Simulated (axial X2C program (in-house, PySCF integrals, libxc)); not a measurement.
NaSi⁺ along the bond: PBE0, two-component

All values were computed with an in-house all-electron X2C program for linear molecules (integrals from PySCF). Two-component (2c) means X2C with spin–orbit coupling and atomic mean-field two-electron Coulomb and Gaunt terms. Basis: Si dyall-v3z [8s7p2d1f], Na dyall-cv3z [9s8p5d2f] (cores contracted in-house); Gaussian nuclei, density fitting, unrestricted open shells. Masses: Si 27.977 u, Na 22.990 u.

State: Ω = 2 (⟨Sz⟩ = 1.00, ⟨Lz⟩ = 1.00 at PBE0). Dipoles are positive if Na is the positive end and refer to the centre of mass.

```csv
R (Å),μ (D),HOMO (eV),LUMO (eV)
2.734,4.347,-10.60,-8.56
2.860,4.624,-10.47,-8.43
2.954,4.842,-10.37,-8.33
3.049,5.069,-10.27,-8.24
3.143,5.303,-10.18,-8.15
3.253,5.586,-10.07,-8.04
3.363,5.879,-9.97,-7.94
3.504,6.269,-9.85,-7.81
3.677,6.767,-9.70,-7.67
3.929,7.530,-9.49,-7.46
```

The minimum lies at 3.128 Å. What is the dipole moment there?

At PBE0, 2c, with the sign and origin stated: μ = 5.27 D.

The state is one determinant whose occupation by symmetry is held fixed; it was picked as the lowest of a PBE0 search that is not exhaustive. Density functionals use the spin component along the axis (collinear). PBE0 can misorder states that lie within some tenths of an eV, so this need not be the ground state of the molecule. The nearest other 2c determinant of the search, Ω = 1, lies 0.25 eV up at the distance of the search. The functionals have no current-density term, which raises determinants with orbital currents, atoms included. With several unpaired electrons one determinant need not be a pure state. Open-shell Ω = 0 determinants with evenly filled partner blocks cannot be reached by this program, so the Ω shown need not be the lowest component.
